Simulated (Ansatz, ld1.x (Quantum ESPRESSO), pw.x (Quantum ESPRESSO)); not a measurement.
From atom to crystal: TM potential for Mg

Mg, norm-conserving Troullier–Martins (Kleinman–Bylander form), made with ld1.x (Quantum ESPRESSO) 7.5 (LDA (PW92), scalar-relativistic). Core [Ne], reference 3s2 3p0. Waves: 3s (bound): rc 2.20 bohr; 3p (bound, empty): rc 2.80 bohr; 3d channel at 0.45 Ry: rc 2.90 bohr. Local part: the d channel. Core correction: none.

Atomic tests: cutoffs needed: 8 Ry and 18 Ry (the cutoffs (Ry, on a coarse ladder) from which the occupation-weighted sum of valence levels, in a spherical-Bessel basis at the reference potential, stays within 10 and 1 mRy of its value at 400 Ry); ghost test: no extra level below or beside the all-electron valence levels (s, p, d, f tested) (spherical-Bessel basis up to 400 Ry, 20 bohr box); largest excitation error: +112 meV (all-electron minus pseudo) for 3s0 3p1, out of 5 test configurations.

Crystal test: diamond Mg in pw.x 7.5, no spin, 8³ k-points, Fermi–Dirac smearing 0.01 Ry, cutoffs 35/140 Ry. The reference is all-electron LAPW (Ansatz 0.2.0) with the same functional, mesh and smearing; V0 and B0 come from Birch–Murnaghan fits to the pressures at five volumes. Errors are pseudo minus all-electron; Δ is the rms difference of the E(V) curves that follow from these fits, minima aligned, over ±6 % about the mean V0. Mesh and smearing are coarse, so the numbers serve the comparison and aren't converged zero-temperature values; the lattice is a test structure that the element need not adopt.

All-electron: a0 = 6.700 Å (V0 = 37.60 Å³/atom), B0 = 12.5 GPa.

**Question.** How far does the potential miss the all-electron equation of state?

**Answer.** mean pressure error (GPa): -0.11; a0 (Å): 6.680; a0 error (%): -0.31; B0 error (%): -1.1; Δ (meV/atom): 0.9. The largest radius (2.90 bohr) exceeds half the bond length (2.74 bohr), so the spheres overlap, which is one possible source of error among others.

```tsv
V (Å³/atom)	P all-electron (GPa)	P pseudo (GPa)
35.736	0.70	0.56
36.677	0.33	0.20
37.617	-0.01	-0.12
38.557	-0.30	-0.40
39.498	-0.55	-0.64
```

**Question.** At the middle volume, how do free energy and pressure move when the wave cutoff is lowered (ecutrho kept at four times it)?

**Answer.**

```csv
cutoff (Ry),shift of F (meV/atom),shift of P (GPa)
16,+12.1,-0.08
21,+3.5,-0.07
28,+0.1,+0.00
```

The run at the middle volume (29 k-points, 7 iterations) took about 6.6 s on one core of a shared host (Neoverse-V1, 32 threads, 247 GiB, load 32).
